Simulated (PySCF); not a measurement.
Molecule: SMILES C(CC)(F)CC, C5H11F.

Cartesian coordinates in Å; atom numbers follow the order of the lines, from 1:
```xyz
17

C    -2.524    0.350    0.153
C    -1.277   -0.507    0.294
C     0.005    0.264    0.055
F    -0.039    0.803   -1.224
C     1.264   -0.570    0.180
C     2.532    0.226   -0.077
H    -3.438   -0.241    0.308
H    -2.572    0.798   -0.850
H    -2.528    1.173    0.886
H    -1.226   -0.956    1.300
H    -1.309   -1.347   -0.421
H     0.057    1.122    0.753
H     1.190   -1.410   -0.532
H     1.283   -1.016    1.189
H     2.647    1.044    0.653
H     2.507    0.677   -1.079
H     3.427   -0.410   -0.010
```

Geometry PBE0-D3(BJ)/def2-SVP throughout; GIAO in PySCF 2.14, gas phase, one conformer, non-relativistic; equivalent atoms averaged; basis pcSseg-1.

**Question.** How do the absolute shieldings σ depend on the functional? (ppm; last column core-seconds on shared hosts with different chips, so compare them loosely; the GGAs took longer than the global hybrids here, which isn't the general rule, and the cause wasn't traced)

**Answer.** 
```tsv
functional	kind	C3	C2/C5	C1/C6	F4	H12	H11/H13	H7/H8/H9/H15/H16/H17	H10/H14	core-s
HF	Hartree–Fock	105.1	161.6	178.6	429.2	28.10	30.32	30.47	30.75	5.4
LDA	LDA	77.1	146.4	170.2	379.5	26.66	29.38	29.73	29.54	14
PBE	GGA	80.4	145.7	167.6	377.8	27.13	29.78	30.08	29.93	17
BLYP	GGA	73.9	139.6	162.2	376.5	27.30	29.94	30.22	30.08	17
BP86	GGA	80.1	145.5	167.1	379.3	27.19	29.84	30.14	30.02	17
OPBE	GGA	91.3	152.9	172.4	382.5	27.19	29.81	30.13	29.99	18
KT2	GGA	86.2	149.4	170.6	376.3	27.17	29.77	30.06	29.94	34
KT3	GGA	87.4	148.7	168.8	377.8	27.35	29.90	30.20	30.08	31
B97-D	GGA	81.4	145.0	165.6	381.4	27.34	29.95	30.26	30.16	37
B3LYP	global hybrid	80.8	145.2	166.3	390.3	27.45	29.96	30.23	30.21	17
PBE0	global hybrid	88.5	151.9	172.1	394.3	27.37	29.85	30.14	30.14	14
mPW1PW91	global hybrid	87.9	151.1	171.0	394.9	27.43	29.90	30.19	30.20	17
WP04	global hybrid	73.9	138.8	158.2	389.9	27.67	30.12	30.44	30.45	12
B97-2	global hybrid	89.1	151.2	170.9	393.9	27.46	29.96	30.23	30.22	12
BHandHLYP	global hybrid	90.4	151.8	171.6	407.3	27.66	30.04	30.27	30.37	12
CAM-B3LYP	range-separated hybrid	85.0	149.4	170.5	398.8	27.42	29.92	30.17	30.19	17
wB97X-D	range-separated hybrid	89.2	152.3	172.2	398.7	27.50	29.99	30.24	30.28	16
LC-wPBE	range-separated hybrid	94.0	157.9	177.1	406.2	27.46	29.95	30.20	30.27	23
```

**Question.** Which nucleus moves most, in ppm?

**Answer.** F4 (fluorine on an sp3 carbon): from 376.3 ppm with KT2 to 429.2 ppm with HF. The smallest spread is 0.74 ppm, at H7/H8/H9/H15/H16/H17. Proton shifts span only some 12 ppm, so a few tenths of a ppm matter as much there as several ppm in carbon.
